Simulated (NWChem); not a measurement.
**Correlation energy of diphosphorus (P$_{2}$)**

SMILES: P#P
```xyz
2

P      0.0000     0.0000     0.9455
P      0.0000     0.0000    -0.9455
```
Charge 0, spin multiplicity 1.

The numbers come from NWChem runs, not from measurements. The geometry was optimised at PBE0/def2-SVP, a minimum by its harmonic frequencies.

Basis set: def2-QZVP. Each correlation energy counts from its own Hartree-Fock reference.

```tsv
method	correlation energy (mHa)
CR-CCSD[T]	-331.2
SCS-MP2	-299.5
CCSD	-312.5
MP2	-300.3
CR-CCSD(T)	-330.7
```

The values span 31.7 mHa, from CR-CCSD[T] (lowest) to SCS-MP2 (highest). 

The correlated methods keep 10 core orbitals frozen. Coupled-cluster values serve here as a point of comparison, not as the truth.
